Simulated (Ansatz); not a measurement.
## H₂Ge–AsH⁺, doublet: the ladder up to UCCSDT(Q)

Geometry: that of the H2Ge–AsH, singlet, kept fixed.

```xyz
5

Ge    0.0000    0.0130    1.1097
As    0.0000   -0.0326   -1.1138
H     0.0000    1.2621    2.0021
H     0.0000   -1.2714    1.9501
H     0.0000    1.4941   -1.1312
```

Basis cc-pVTZ; Ansatz 0.2.0. Correlated methods freeze the noble-gas cores and the filled d shells of p-block atoms, which leaves 11 electrons in 100 orbitals. R marks a restricted (for open shells ROHF) determinant, U an unrestricted one. Active spaces: valence = (11e, 11o) chosen from the atoms' valence shells. No spin–orbit coupling is included, and no scalar relativity.

Full CI isn't at hand for all of this; UCCSDT(Q) serves as the reference, and is uncertain by about the last step of the cluster series. The frozen core follows each run's orbitals, which can shift R against U totals by a few meV for light atoms and by up to 0.1 eV past Ca.

The UHF ⟨S²⟩ is 0.760. The T1 diagnostic (RCCSD) is 0.0173, the largest doubles amplitude (RCCSD) is 0.046 and the T1 diagnostic (UCCSD) is 0.0171.

```tsv
level	E − E(RHF) (eV)
UHF	-0.0916
UMP2	-5.6816
UCCSD	-6.6883
UCCSD(T)	-6.9288
```

Task: Estimate how far UCCSDT(Q) in cc-pVTZ lies from UCCSD(T). The table doesn't fix it; the size of (T) and the diagnostics are the guide.

Result: UCCSDT(Q) in cc-pVTZ lies 4.6 kJ/mol below UCCSD(T), which is 20 % of the (T) step (-23.2 kJ/mol). The diagnostics are small and the rest is a small part of (T), but (T) is large here. The miss exceeds 1 kcal/mol.

The other levels:

```
 level  E − E(UCCSDT(Q)) (kJ/mol)  share of correlation (%)  wall time
UCCSDT                        1.1                     99.84          –
```

The correlation energy at UCCSDT(Q), counted from RHF, is -6.976 eV. That run took 32 s on 2 threads of AMD EPYC 7R13 with a shared H100 80 GB, shared host.

Run but not shown, since their state or frozen core can't be matched to the reference's or they repeat it: RHF, RMP2, RCCSD, RCCSD(T), BCCD(T), RCCSDT, RCCSDT(Q), CASSCF (valence space), NEVPT2 (valence space).

Times hold each run's SCF and search for its determinant on a shared host, so for small cases they say little of a method's own cost.

Natural occupations of CASSCF (valence space) about the gap: 1.989 1.981 1.971 1.965 1.953 0.997 0.043 0.033 0.027 0.022; effectively unpaired electrons, Σ n²(2−n)², 1.04.
